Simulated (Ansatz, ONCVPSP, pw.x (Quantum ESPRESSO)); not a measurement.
**From atom to crystal: ONCV potential for aluminium (Al)**

| Item | Value |
| --- | --- |
| Element | aluminium |
| Generator | ONCVPSP 4.0.1.1 (patched build) |
| Type | optimised norm-conserving Vanderbilt (ONCV) |
| Functional | LDA (Perdew-Wang 92) |
| Relativity | scalar-relativistic |
| Frozen core | [Ne] |
| Valence charge | 3 |
| Reference configuration | 3s2 (charge +1) |
| Partial waves | 3s: rc 2.10 bohr, ncon 4, nbas 7, qcut 3.9 1/bohr, 1 projector; p scattering state at 0.26 Ha: rc 2.10 bohr, ncon 3, nbas 6, qcut 3.3 1/bohr, 2 projectors, debl 0.7 Ha; d scattering state at 0.26 Ha: rc 1.65 bohr, ncon 4, nbas 9, qcut 5.8 1/bohr, 2 projectors, debl 1 Ha |
| Local potential | polynomial inside 1.45 bohr (lpopt 4, dvloc0 2 Ha) |
| Core correction | Teter function, fcfact 2.5, rcfact 1.25 |

In the p channel the program set the typed energies aside and used 0.050, 0.750 Ha.

Atomic tests: cutoffs needed: 6.0 Ha and 8.0 Ha (the cutoffs (Ha) at which the residual kinetic energy of the hardest occupied pseudo-wave falls to 1 and 0.1 mHa per electron) The cutoffs count occupied waves only; projector 2 of the d channel, the hardest unoccupied one, needs 17 Ha at the loose tolerance.; ghost test: no bound ghost flagged; no localised positive-energy state flagged; largest excitation error: +35 meV (all-electron minus pseudo) for 3s1, out of 4 test configurations.

Crystal test: bcc Al in pw.x 7.5, no spin, 14³ k-points, Fermi–Dirac smearing 0.01 Ry, cutoffs 50/200 Ry. The reference is all-electron LAPW (Ansatz 0.2.0) with the same functional, mesh and smearing; V0 and B0 come from Birch–Murnaghan fits to the pressures at five volumes. Errors are pseudo minus all-electron; Δ is the rms difference of the E(V) curves that follow from these fits, minima aligned, over ±6 % about the mean V0. Mesh and smearing are coarse, so the numbers serve the comparison and aren't converged zero-temperature values; the lattice is a test structure that the element need not adopt.

| V (Å³/atom) | P all-electron (GPa) | P pseudo (GPa) |
| --- | --- | --- |
| 15.411 | 4.35 | 3.10 |
| 15.816 | 2.08 | 0.96 |
| 16.222 | 0.10 | -0.91 |
| 16.628 | -1.63 | -2.55 |
| 17.033 | -3.14 | -3.98 |

All-electron: a0 = 3.191 Å (V0 = 16.24 Å³/atom), B0 = 73.6 GPa.

Pseudopotential: mean pressure error (GPa): -1.03; a0 (Å): 3.176; a0 error (%): -0.47; B0 error (%): +0.4; Δ (meV/atom): 3.7.

Task: At the middle volume, how do free energy and pressure move when the wave cutoff is lowered (ecutrho kept at four times it)?

Result:

| cutoff (Ry) | shift of F (meV/atom) | shift of P (GPa) |
| --- | --- | --- |
| 22 | +7.8 | -0.02 |
| 30 | +3.0 | +0.04 |
| 40 | +2.0 | +0.01 |

The run at the middle volume (104 k-points, 6 iterations) took about 9.9 s on one core of a shared host (Neoverse-N1, 64 threads, 124 GiB, load 56).
